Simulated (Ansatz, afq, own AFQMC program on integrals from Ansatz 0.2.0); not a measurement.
**The Zn2–C1 bond of ZnCH₄, singlet, worked out**

| atom | x (Å) | y (Å) | z (Å) |
| --- | --- | --- | --- |
| C | -0.1626 | -0.4112 | -0.5617 |
| Zn | 0.3066 | 0.6956 | 0.9676 |
| H | 0.6335 | -1.1373 | -0.7961 |
| H | -1.0862 | -0.9848 | -0.3777 |
| H | -0.3288 | 0.1966 | -1.4666 |
| H | 0.6794 | 1.5771 | 2.1883 |

The molecule and both fragments are relaxed with PBE0/def2-SVP; the fragments keep their bonds.

Basis def2-TZVP. Noble-gas cores (and the filled d shells of Ga–Kr and In–Xe) are frozen. Integrals, coupled cluster, full CI and functionals: Ansatz 0.2.0; the random walks run on the same integrals in our own AFQMC program. ph-AFQMC/CISD is guided by a CISD state made of CCSD amplitudes; releasing the constraint for a short imaginary time cuts its bias at the price of noise, slowly where states lie close. Uncertainties: one standard error, sampling alone. The metal's outer-core s and p shells are frozen, which shifts wave-function levels against functionals.

Total energies in eV. CBS is CCSD(T) at the limit of def2-TZVPP/QZVPP (extrapolated itself); the highest rung of each member is named.

Cautions: no relativity below Rb; outer-core shells of the metal frozen; ZnCH₄ (singlet): the released value is read at 1.50 1/Eh with a noise of 13 meV, more than in the cases checked (meV from the phaseless value at times in 1/Eh: -1 ± 6 at 0.24, -13 ± 8 at 0.51, 5 ± 8 at 0.99, -17 ± 13 at 1.50), released reference can be 30 meV off for metals.

```csv
member,count,CCSD(T)/def2-TZVP,highest rung in def2-TZVP,which,CCSD(T)/CBS
"ZnH, doublet",+1,-48401.5578,-48401.5534,CCSDT(Q),-48406.7207
CH3 (doublet),+1,-1081.7482,-1081.7646,CCSDT(Q),-1082.4477
"ZnCH₄, singlet",-1,-49486.5023,-49486.5258 ± 0.0132,released AFQMC,-49492.4786
```

**Question.** Work out the best estimate of the bond energy: the CCSD(T)/CBS difference plus the step from CCSD(T) to the highest rung.

**Answer.** Sums with the counts: CCSD(T)/CBS 3.3102 eV, highest rung 3.2078 eV, CCSD(T)/def2-TZVP 3.1963 eV. The step is 3.2078 − 3.1963 = 0.0115 eV, so the best estimate is 3.3102 + (0.0115) = 3.3217 eV = 320.5 kJ/mol, with sampling noise 0.013 eV. The step is under twice that noise, so its sign is open. The basis set is worth 0.114 eV of it. Zero-point, core-correlation and spin–orbit terms aren't in it. Past Ne the Hartree–Fock part of each CBS total tends to overshoot, since the cores don't follow the formula; that largely cancels in the difference.

Best estimates are given only where the step beyond CCSD(T) is under 0.3 eV and no member's determinant is very poor (T1 over 0.05, or 0.07 for open shells, ⟨S²⟩ too high by 0.3, two states mixed), so the hardest cases are missing from such tables.

CCSDT and higher add their correlation energy to the determinant of the CCSD(T) run, since their own runs factorise the integrals more tightly (a shift of under 2 meV). Each member of a difference takes its own highest rung, so a best estimate needn't equal the limit plus the step of one row. A walk keeps the symmetry of its determinant, which the program's search chose and which needn't be the lowest solution, so a lower state of the same spin and another symmetry isn't excluded. Released energies are given only where the last usable release times agree within the noise; a slower fall can still hide under it.
